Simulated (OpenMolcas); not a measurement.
**A workflow on triplet HF**

Wanted: a single-point energy (UHF/3-21G), then the energy (CASSCF(2,2)/3-21G), then the energy (CASPT2(2,2)/3-21G), then the energy (SC-NEVPT2(2,2)/3-21G), then the energy (MRCI(2,2)/3-21G) of triplet HF. 

Program for the calculation: OpenMolcas 26.06.

## 1. The structure to begin with

The species is HF (2 atoms), meant as a triplet with charge 0. As SMILES of the parent species, `F`. The coordinates come from a PBE0-D4/def2-TZVP relaxation. That shape belongs to the parent species and isn't relaxed for this state.

Bond lengths: F1–H2 0.920 Å.

## 2. The energy at UHF/3-21G (run 1)

Contents of step1.input:

```
&GATEWAY
 BasLib = $CurrDir
 Coord
 2
 angstrom
 F       -0.390000       0.144600      -0.196400
 H        0.390000      -0.144600       0.196400
 Basis = 3-21G
 Group = NoSym

&SEWARD

&SCF
 UHF
 Spin = 3
 Scramble = 0.25
 PrOrbitals = 1 1
```

The basis set 3-21G is read from a file made from the Basis Set Exchange's data (not shown).

On the command line:

```bash
$ export MOLCAS_MEM=1860
$ pymolcas step1.input > step1.log
```

Standard output:

```text
--- Start Module: gateway ---
[...]
--- Stop Module: gateway /rc=_RC_ALL_IS_WELL_ ---
--- Start Module: seward ---
[...]
      Basis functions           11
--- Stop Module: seward /rc=_RC_ALL_IS_WELL_ ---
--- Start Module: scf ---
[...]
       Convergence after  14 Iterations
[...]
::    Total SCF energy                                -99.1220030448
[...]
      Total spin, S                                     1.0004798520
[...]
      Total electronic charge=   10.000000
      Total            charge=   -0.000000
[...]
      Dipole Moment (debye):
      Origin of the operator (angstrom)=   -0.3507    0.1300   -0.1766
                   X= -1.5030E+00               Y=  5.5727E-01               Z= -7.5690E-01           Total=  1.7727E+00
      Quadrupole Moment (debye*angstrom):
[...]
--- Stop Module: scf /rc=_RC_ALL_IS_WELL_ ---
[...]
```

Wall time 1.5 s (1 thread of Arm Neoverse V2, shared host); peak memory 0.37 GiB.

## 3. The energy at CASSCF(2,2)/3-21G (run 2)

Contents of step2.input:

```
&GATEWAY
 BasLib=$CurrDir
 Coord
 2
 angstrom
 F       -0.390000       0.144600      -0.196400
 H        0.390000      -0.144600       0.196400
 Basis=3-21G
 Group=NoSym

&SEWARD

&RASSCF
 FileOrb=$CurrDir/step1.UnaOrb
 Spin=3
 Nactel=2 0 0
 Inactive=4
 Ras2=2
 OrbListing=Nothing
 OrbAppear=Compact
```

The basis set 3-21G is read from a file made from the Basis Set Exchange's data (not shown).

On the command line:

```bash
$ export MOLCAS_MEM=1860
$ pymolcas step2.input > step2.log
```

Standard output:

```text
--- Start Module: gateway ---
[...]
--- Stop Module: gateway /rc=_RC_ALL_IS_WELL_ ---
--- Start Module: seward ---
[...]
      Basis functions           11
--- Stop Module: seward /rc=_RC_ALL_IS_WELL_ ---
--- Start Module: rasscf ---
[...]
      Number of active orbitals                  2
[...]
      Spin quantum number                      1.0
[...]
      Active orbitals                            2
[...]
      Number of CSFs                             1
[...]
      Number of root(s) required                 1
[...]
      Convergence after  9 iterations
[...]
      printout of CI-coefficients larger than  0.05 for root  1
      energy=     -99.120259
      conf/sym  11     Coeff  Weight
             1  uu   1.00000 1.00000
      Natural orbitals and occupation numbers for root  1
      sym 1:   1.000000   1.000000
      ************************************************************************************************************************
      *                                                    Final results                                                     *
[...]
::    RASSCF root number  1 Total energy:    -99.12025853
[...]
      Total electronic charge=   10.000000
      Total            charge=   -0.000000
[...]
      Dipole Moment (debye):
      Origin of the operator (angstrom)=   -0.3507    0.1300   -0.1766
                   X= -1.4938E+00               Y=  5.5384E-01               Z= -7.5225E-01           Total=  1.7618E+00
      Quadrupole Moment (debye*angstrom):
[...]
--- Stop Module: rasscf /rc=_RC_ALL_IS_WELL_ ---
[...]
```

Run time: 1.5 s. Hardware: 1 thread of Arm Neoverse V2, shared host; peak memory 0.37 GiB.

## 4. A single-point energy at CASPT2(2,2)/3-21G (run 3)

Contents of step3.input:

```
&GATEWAY
 BasLib=$CurrDir
 Coord
 2
 angstrom
 F       -0.390000       0.144600      -0.196400
 H        0.390000      -0.144600       0.196400
 Basis=3-21G
 Group=NoSym

&SEWARD

&RASSCF
 FileOrb=$CurrDir/step2.RasOrb
 Spin=3
 Nactel=2 0 0
 Inactive=4
 Ras2=2
 OrbListing=Nothing
 OrbAppear=Compact

&CASPT2
 Imaginary=0.1
 Frozen=1
```

The basis set 3-21G is read from a file made from the Basis Set Exchange's data (not shown).

On the command line:

```bash
$ export MOLCAS_MEM=1860
$ pymolcas step3.input > step3.log
```

Standard output:

```text
--- Start Module: gateway ---
[...]
--- Stop Module: gateway /rc=_RC_ALL_IS_WELL_ ---
[...]
      Basis functions           11
[...]
--- Start Module: rasscf ---
[...]
      Number of active orbitals                  2
[...]
      Spin quantum number                      1.0
[...]
      Active orbitals                            2
[...]
      Number of CSFs                             1
[...]
      Number of root(s) required                 1
[...]
      Convergence after  4 iterations
[...]
      printout of CI-coefficients larger than  0.05 for root  1
      energy=     -99.120259
      conf/sym  11     Coeff  Weight
             1  uu   1.00000 1.00000
      Natural orbitals and occupation numbers for root  1
      sym 1:   1.000000   1.000000
      ************************************************************************************************************************
      *                                                    Final results                                                     *
[...]
::    RASSCF root number  1 Total energy:    -99.12025853
[...]
      Total electronic charge=   10.000000
      Total            charge=   -0.000000
[...]
      Dipole Moment (debye):
      Origin of the operator (angstrom)=   -0.3507    0.1300   -0.1766
                   X= -1.4938E+00               Y=  5.5384E-01               Z= -7.5225E-01           Total=  1.7618E+00
      Quadrupole Moment (debye*angstrom):
[...]
--- Stop Module: rasscf /rc=_RC_ALL_IS_WELL_ ---
--- Start Module: caspt2 ---
[...]
 ###    WARNING: User changed nr of frozen orbitals.                         ###
 ###############################################################################
[...]
      E2 (Variational):          -0.0867518375
      Total energy:             -99.2070103686
[...]
      Reference weight:           0.98532
[...]
::    CASPT2 Root  1     Total energy:    -99.20701037
[...]
--- Stop Module: caspt2 /rc=_RC_ALL_IS_WELL_ ---
[...]
```

It took 1.4 s on 1 thread of Arm Neoverse V2, shared host; peak memory 0.37 GiB.

## 5. A single-point energy at SC-NEVPT2(2,2)/3-21G (run 4)

Contents of step4.inp:

```
&GATEWAY
 BASLIB = $CurrDir
 COORD
 2
 angstrom
 F       -0.390000       0.144600      -0.196400
 H        0.390000      -0.144600       0.196400
 BASIS = 3-21G
 GROUP = NoSym

&SEWARD

&RASSCF
 FILEORB = $CurrDir/step2.RasOrb
 SPIN = 3
 NACTEL = 2 0 0
 INACTIVE = 4
 RAS2 = 2
 ORBLISTING = Nothing
 ORBAPPEAR = Compact

&CASPT2
 SC-NEVPT2
 FROZEN = 1
```

The basis set 3-21G is read from a file made from the Basis Set Exchange's data (not shown).

On the command line:

```bash
$ export MOLCAS_MEM=1860
$ pymolcas step4.inp > step4.log
```

Standard output:

```text
--- Start Module: gateway ---

                                              &GATEWAY

                       available to each process: 1.9 GB of memory, 1 thread

 Basis Set     1 Label: F.3-21G
 Basis set is read from library:.
 basistype.tbl is not found

 Basis Set     2 Label: H.3-21G
 Basis set is read from library:.
 basistype.tbl is not found

++    Symmetry information:
      ---------------------

                    Character Table for C1

                             E
                    a        1  x, y, xy, Rz, z, xz, Ry, yz, Rx, I
--

++    Basis set information:
      ----------------------

      Basis set label: F.3-21G.........

      Electronic valence basis set:
      ------------------
      Associated Effective Charge   9.000000 au
      Associated Actual Charge      9.000000 au
      Nuclear Model: Point charge

      Shell  nPrim  nBasis  Cartesian Spherical Contaminant
         s       6       3        X
         p       3       2        X

      Basis set label: H.3-21G.........

[... 71 lines left out ...]
      Nuclear repulsion energy =    5.17695231
[... 76 lines left out ...]
      Convergence after  4 iterations
[... 10 lines left out ...]
      printout of CI-coefficients larger than  0.05 for root  1
[... 1 line left out ...]
      conf/sym  11     Coeff  Weight
[... 6 lines left out ...]
      *                                                    Final results                                                     *
[... 6 lines left out ...]
      RASSCF energy for state  1                    -99.12025853
[... 12 lines left out ...]
::    RASSCF root number  1 Total energy:    -99.12025853
[... 29 lines left out ...]
      Dipole Moment (debye):
[... 28 lines left out ...]
      Spin density orbitals for root   1 are written to the SPDORB.1 file
[... 56 lines left out ...]
      Imaginary shift                            0.00
[... 11 lines left out ...]
++ NEVPT2 computation for group   1

********************************************************************************
 Multi-State initialization phase begins for group   1
--------------------------------------------------------------------------------
********************************************************************************
 Compute H0 matrices for state    1
--------------------------------------------------------------------------------
--------------------------------------------------------------------------------
 H0 matrices have been computed.

********************************************************************************
  NEVPT2 EQUATION SOLUTION
--------------------------------------------------------------------------------
 ###############################################################################
 ###    Location: AixRd                                                      ###
 ###    File: LUCIEX                                                         ###
 ###    Premature abort while reading buffer from disk                       ###
 ###    End of file reached                                                  ###
 ###############################################################################

--- Stop Module: caspt2 /rc=-6 ---

.########################.
.# Non-zero return code #.
.########################.

    Timing: Wall=1.23 User=0.98 System=0.24
```

Run time: 1.4 s. Hardware: 1 thread of Arm Neoverse V2, shared host; peak memory 0.37 GiB.

The job broke off with an error.

## 6. A single-point energy at MRCI(2,2)/3-21G (run 5)

Contents of step5.input:

```
* FH MRCI
&GATEWAY
BASLIB=$CurrDir
COORD
2
angstrom
F       -0.390000       0.144600      -0.196400
H        0.390000      -0.144600       0.196400
BASIS=3-21G
GROUP=NoSym
&SEWARD
&RASSCF
FILEORB=$CurrDir/step2.RasOrb
SPIN=3
NACTEL=2 0 0
INACTIVE=4
RAS2=2
ORBLISTING=Nothing
ORBAPPEAR=Compact
&MOTRA
LUMORB
FROZEN=1
&GUGA
ELECTRONS=8
SPIN=3
INACTIVE=3
ACTIVE=2
CIALL=1
&MRCI
SDCI
```

The basis set 3-21G is read from a file made from the Basis Set Exchange's data (not shown).

On the command line:

```bash
$ export MOLCAS_MEM=1860
$ pymolcas step5.input > step5.log
```

Standard output:

```text
--- Start Module: gateway ---
[...]
--- Stop Module: gateway /rc=_RC_ALL_IS_WELL_ ---
[...]
      Basis functions           11
[...]
      Number of active orbitals                  2
[...]
      Spin quantum number                      1.0
[...]
      Active orbitals                            2
[...]
      Number of CSFs                             1
[...]
      Number of root(s) required                 1
[...]
      Convergence after  4 iterations
[...]
      printout of CI-coefficients larger than  0.05 for root  1
      energy=     -99.120259
      conf/sym  11     Coeff  Weight
             1  uu   1.00000 1.00000
      Natural orbitals and occupation numbers for root  1
      sym 1:   1.000000   1.000000
      ************************************************************************************************************************
      *                                                    Final results                                                     *
[...]
::    RASSCF root number  1 Total energy:    -99.12025853
[...]
      Dipole Moment (debye):
      Origin of the operator (angstrom)=   -0.3507    0.1300   -0.1766
                   X= -1.4938E+00               Y=  5.5384E-01               Z= -7.5225E-01           Total=  1.7618E+00
      Quadrupole Moment (debye*angstrom):
[...]
      *** WARNING: Default frozen orbitals is overwritten by user input.
      *** Default values:   1
[...]
--- Start Module: guga ---
[...]
--- Stop Module: guga /rc=_RC_ALL_IS_WELL_ ---
--- Start Module: mrci ---
[...]
       (But an ACPF correction will be computed)
       USE THE DEFAULT ACPF G-VALUE GFAC=  0.25000000000000000
[...]
                      CI ENERGY:   -99.20987725
[...]
                ACPF CORRECTION:    -0.00110898
[...]
      Total electronic charge=   10.000000
      Total            charge=   -0.000000
[...]
     ACPF CORRECTION:     -0.00110898
[...]
  CI State   1     Total energy:    -99.20987725     QDav:     -0.00148476     QACPF:     -0.00110898
[...]
--- Stop Module: mrci /rc=_RC_ALL_IS_WELL_ ---
[...]
```

It took 1.5 s on 1 thread of Arm Neoverse V2, shared host; peak memory 0.37 GiB.

## 7. Results

```
                                                quantity                value
                          run 1, UHF/3-21G: total energy         -99.12200 Eh
                         run 1, UHF/3-21G: dipole moment               1.77 D
    run 1, UHF/3-21G: HOMO energy (highest over α and β)             -4.78 eV
     run 1, UHF/3-21G: LUMO energy (lowest over α and β)             -0.04 eV
                                  run 1, UHF/3-21G: ⟨S²⟩                2.001
                  run 2, CASSCF(2,2)/3-21G: total energy         -99.12026 Eh
run 2, CASSCF(2,2)/3-21G: dipole moment (CASSCF density)               1.76 D
                  run 3, CASPT2(2,2)/3-21G: total energy         -99.20701 Eh
run 3, CASPT2(2,2)/3-21G: dipole moment (CASSCF density)               1.76 D
                    run 5, MRCI(2,2)/3-21G: total energy         -99.20988 Eh
  run 5, MRCI(2,2)/3-21G: dipole moment (CASSCF density)               1.76 D
                             run 4, SC-NEVPT2(2,2)/3-21G  no result (crashed)
```

What this shows: 1 of the 5 runs did not end normally.
